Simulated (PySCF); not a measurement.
Compound: C5H11N.
SMILES with atom numbers: `[NH2:1][CH:2]1[CH2:3][CH2:4][CH2:5][CH2:6]1`

The calculation used delta-SCF UKS SCAN, pcX-2 on the ionised atom, pcseg-1 elsewhere, spin-free X2C in PySCF. Vertical ΔSCF values, vacuum level as zero.

Some binding energies are withheld.

| atom(s) | bonded to | level | binding energy (eV) |
| --- | --- | --- | --- |
| C2 | N, 2 C and H | C 1s | 291.06 |
| C3/C6 | 2 C and 2 H | C 1s | ? |
| C4/C5 | 2 C and 2 H | C 1s | ? |
| N1 | C and 2 H | N 1s | 404.78 |

(1) What is the C 1s binding energy of C3/C6?

(2) What is the C 1s binding energy of C4/C5?

Results:

(1) 290.23 eV (ring CH2 carbon). The other listed C 1s value is that of C2; the shift against it is -0.83 eV.

(2) 290.35 eV (ring CH2 carbon). The other listed C 1s value is that of C2; the shift against it is -0.71 eV.

Lowest listed C 1s: C3/C6, bonded to 2 C and 2 H. Highest, 0.83 eV above it: C2, bonded to N, 2 C and H. Summing the Pauling electronegativity differences to the bonded atoms, each weighted by its formal bond order, gives -0.70 for the lowest site and +0.14 for the highest; no listed site has a larger sum than the highest.

Give the binding energy of C 1s of C4/C5 in hartree and in kJ/mol.

290.35 eV = 10.6702 Eh = 28015 kJ/mol.

One atom of each set of topologically equivalent atoms was ionised and stands for the set; in this conformer not all members are related by symmetry, and their own values weren't computed. Geometry: PBE0-D3(BJ)/def2-SVP, one conformer, isolated molecule.
